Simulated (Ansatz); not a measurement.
C3H5NO (acrylamide): from total energies to a heat of formation

C3H5NO has 10 atoms, charge 0, and is taken as a singlet. SMILES: `C=CC(N)=O`. Geometry: relaxed at PBE0-D4/def2-TZVP. This is one conformer, not always the lowest.

```
atom    x (Å)    y (Å)    z (Å)
   C  -0.5586  -0.2998   1.6936
   C   0.2250   0.0379   0.6805
   C  -0.2724  -0.0523  -0.7206
   N   0.6315   0.3230  -1.6619
   O  -1.3905  -0.4287  -1.0063
   H  -0.2210  -0.2432   2.7212
   H  -1.5683  -0.6437   1.4963
   H   1.2406   0.3856   0.8488
   H   0.3596   0.2865  -2.6285
   H   1.5540   0.6346  -1.4231
```

Total energies at BLYP/def2-SVP (Ansatz 0.2.0); the atoms run unrestricted:

| species | state | energy (Eh) |
| --- | --- | --- |
| C3H5NO | singlet | -247.029279 |
| C | triplet | -37.800699 |
| N | quartet | -54.522060 |
| O | triplet | -74.987822 |
| H | doublet | -0.496404 |

Harmonic wavenumbers at PBE0-D4/def2-TZVP, in cm⁻¹: 108, 182, 275, 467, 471, 618, 622, 824, 828, 1007, 1018, 1036, 1118, 1292, 1365, 1438, 1621, 1712, 1796, 3160, 3174, 3261, 3626, 3763.

Measured heats of formation of the gaseous atoms at 298.15 K, in kJ/mol: C 716.9, N 472.4, O 249.2, H 218.0. Spin-orbit lowering of the atoms at 298 K (mean of the ground term's levels less their thermal mean, from spectra), in kJ/mol: C 0.02, O 0.40. Take 1 Eh = 2625.50 kJ/mol, 1 cm⁻¹ = 0.0119627 kJ/mol, RT = 2.479 kJ/mol.

Problem. Work out the heat of formation of the gas at 298 K.

Solution. 
1. Electronic atomisation energy: 3 × (-37.800699) + (-54.522060) + (-74.987822) + 5 × (-0.496404) − (-247.029279) = 1.635280 Eh = 4293.4 kJ/mol.
2. Zero-point energy: half the sum of the wavenumbers, 17391 cm⁻¹ = 208.0 kJ/mol.
3. Thermal vibrational enthalpy, Σ hcν̃/(exp(hcν̃/kT) − 1): 7.5 kJ/mol. Translation, rotation and pV of a non-linear molecule: 4 RT = 9.9 kJ/mol.
4. The 10 free atoms carry 5/2 RT each: 62.0 kJ/mol.
5. Spin-orbit coupling lowers the free atoms by 3 × 0.02 + 0.40 = 0.5 kJ/mol.
6. Atomisation enthalpy at 298 K: 4293.4 − 0.5 − 208.0 − 7.5 − 9.9 + 62.0 = 4129.5 kJ/mol.
7. Sum of the atoms' heats of formation: 3962.3 kJ/mol. Heat of formation: 3962.3 − 4129.5 = -167.2 kJ/mol.

The tabulated value is -130.2 kJ/mol (CRC Handbook of Chemistry and Physics), so this level is off by -37.0 kJ/mol, or 0.9 % of the atomisation enthalpy that the table implies (4092.5 kJ/mol). Gradient-corrected functionals often overbind somewhat. Anharmonicity and any spin-orbit splitting of the molecule are left out.
